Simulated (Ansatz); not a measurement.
Geometry optimisation, UKS PBE-D4/STO-3G (Ansatz).

The input (input.yaml):

```yaml
crystal:
  periodic: [false, false, false]
  atoms:
    - { symbol: C, position_ang: [-0.809, 0.3444, -0.1193] }
    - { symbol: B, position_ang: [0.0031, -0.9437, -0.1027] }
    - { symbol: S, position_ang: [1.8356, -0.8775, -0.3911] }
    - { symbol: H, position_ang: [-1.5461, 0.3251, -0.9367] }
    - { symbol: H, position_ang: [-0.2022, 1.2578, -0.3437] }
    - { symbol: H, position_ang: [-1.3639, 0.5357, 0.8459] }
    - { symbol: H, position_ang: [2.1437, -0.7098, 1.0018] }
magnetization:
  spin_polarized: true
  initial_magnetization: 1
basis:
  gaussian: { orbitals: STO-3G }
hamiltonian:
  xc: pbe
  dispersion: d4
relax:
  f_tol: 0.02
  max_steps: 50
output:
  orbitals: {}
```

Command:

```bash
$ ansatz run input.yaml --threads 1 --pin off --max-ram 2048MiB --backend cpu --events-out ev --progress --plain --runs-dir out
```

Task: Where does it end, and by what steps?

Result: The run converged. Limits of this set-up: minimal basis. After 13 steps the energy has fallen by 1.228 eV; H7 moved furthest, 1.01 Å.

```json
{"step": "0", "energy less start (eV)": "0.0000", "largest force component (eV/Å)": "2.033", "accepted": "yes"}
{"step": "1", "energy less start (eV)": "-0.1859", "largest force component (eV/Å)": "0.582", "accepted": "yes"}
{"step": "2", "energy less start (eV)": "-0.2064", "largest force component (eV/Å)": "0.311", "accepted": "yes"}
{"step": "3", "energy less start (eV)": "-0.3676", "largest force component (eV/Å)": "1.524", "accepted": "yes"}
{"step": "4", "energy less start (eV)": "-0.6558", "largest force component (eV/Å)": "1.420", "accepted": "yes"}
{"step": "5", "energy less start (eV)": "-0.9406", "largest force component (eV/Å)": "1.377", "accepted": "yes"}
{"step": "6", "energy less start (eV)": "-1.1451", "largest force component (eV/Å)": "0.672", "accepted": "yes"}
{"step": "7", "energy less start (eV)": "-1.2084", "largest force component (eV/Å)": "0.301", "accepted": "yes"}
{"step": "8", "energy less start (eV)": "-1.2201", "largest force component (eV/Å)": "0.185", "accepted": "yes"}
{"step": "9", "energy less start (eV)": "-1.2262", "largest force component (eV/Å)": "0.080", "accepted": "yes"}
{"step": "10", "energy less start (eV)": "-1.2276", "largest force component (eV/Å)": "0.077", "accepted": "yes"}
{"step": "11", "energy less start (eV)": "-1.2279", "largest force component (eV/Å)": "0.058", "accepted": "yes"}
{"step": "12", "energy less start (eV)": "-1.2258", "largest force component (eV/Å)": "0.283", "accepted": "no"}
{"step": "13", "energy less start (eV)": "-1.2282", "largest force component (eV/Å)": "0.004", "accepted": "yes"}
```

```xyz
7
Properties=species:S:1:pos:R:3
C -0.875 0.447 -0.156
B 0.217 -0.603 0.270
S 1.935 -0.414 0.036
H -1.575 -0.003 -0.889
H -0.484 1.381 -0.608
H -1.498 0.737 0.713
H 2.340 -1.613 0.588
```

Whether the end is a true minimum wasn't checked by a vibrational analysis.

The run took 28 s on 1 thread of Intel(R) Xeon(R) Processor @ 2.70GHz (shared host), peak memory 0.14 GiB.
